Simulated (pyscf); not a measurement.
A first-order saddle from PySCF, ωB97X-D3(BJ)/def2-SVP:

```xyz
9

N      0.8366    -0.1078    -0.0940
Si    -0.8115    -0.0489     0.2890
Cl    -1.7225     1.9722     1.3592
Cl    -1.5327     0.6346    -1.5603
H      1.1705     0.0739    -1.0324
H      1.5571    -0.2685     0.5994
H     -1.7576    -1.1494     0.5321
F     -0.3683    -0.0515     2.0770
H     -0.9827     1.0620     2.1880
```

Surface: singlet, charge 0. Lowest wavenumbers (cm⁻¹): 581i, 84, 178, 265, 329.

Problem. Name the species on either side of this saddle.

Solution. H₂N–SiH(Cl)–Cl + hydrogen fluoride (HF) <-> H₂N–SiH(F)–Cl + hydrogen chloride (HCl), a four-centre exchange read from left to right: Cl–Si, F–H broken and F–Si, Cl–H formed. At ωB97M-D3(BJ)/def2-TZVP it lies +20.0 kcal/mol from the left side and +32.4 kcal/mol from the right (each side as separated species at their lowest minima found). On the reactant side the descent ends in a complex, 6.0 kcal/mol under the separated species and 27.1 kcal/mol under the saddle at ωB97X-D3(BJ)/def2-TZVP. The same reactants have a lower exit, to NH₃ + F–SiH(Cl)–Cl (barrier +6.7 kcal/mol at ωB97M-D3(BJ)/def2-TZVP, against +20.0 kcal/mol here). One saddle was located; it need not be the lowest between these sides.
